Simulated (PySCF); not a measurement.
# Two probes of the same atoms: core binding energy and nuclear shielding

Mercaptoacetone, C₃H₆OS.
Bonds: C1–C2, C2–O3 (double), C2–C4, C4–S5. Hydrogens: H6, H7, H8 on C1; H9, H10 on C4; H11 on S5.

Binding energies: delta-SCF UKS SCAN, pcX-2 on the ionised atom, pcseg-1 elsewhere, spin-free X2C (PySCF). Shieldings: GIAO CAM-B3LYP/pcSseg-2, non-relativistic, same geometry.

| atom | C 1s (eV) |
| --- | --- |
| C1 | 291.18 |
| C2 | 293.55 |
| C4 | 291.78 |

**Question.** What are the absolute isotropic shieldings of these atoms?

**Answer.** 
```tsv
atom	environment	C 1s (eV)	isotropic shielding (ppm)
C1	methyl carbon next to a carbonyl	291.18	155.2
C4	sp3 carbon bound to sulfur	291.78	143.4
C2	ketone carbonyl carbon	293.55	-37.4
```

**Question.** Among the listed atoms, is the one with the highest binding energy also the least shielded?

**Answer.** Yes: C2 has both (293.55 eV, -37.4 ppm).

By binding energy: C1 < C4 < C2. By shielding: C2 < C4 < C1.

Spin contamination (⟨S²⟩ against 0.75 for a pure doublet) is marked for C 1s of C2 (0.85), which makes this value less certain. One conformer (not necessarily the lowest) at the PBE0-D3(BJ)/def2-SVP geometry, without solvent, vibrations or thermal averaging.

Shape of the structure used: `[CH3:1][C:2](=[O:3])[CH2:4][SH:5]`: C1–C2–C4–S5 -77°, H–S5–C4–C2 -61°.
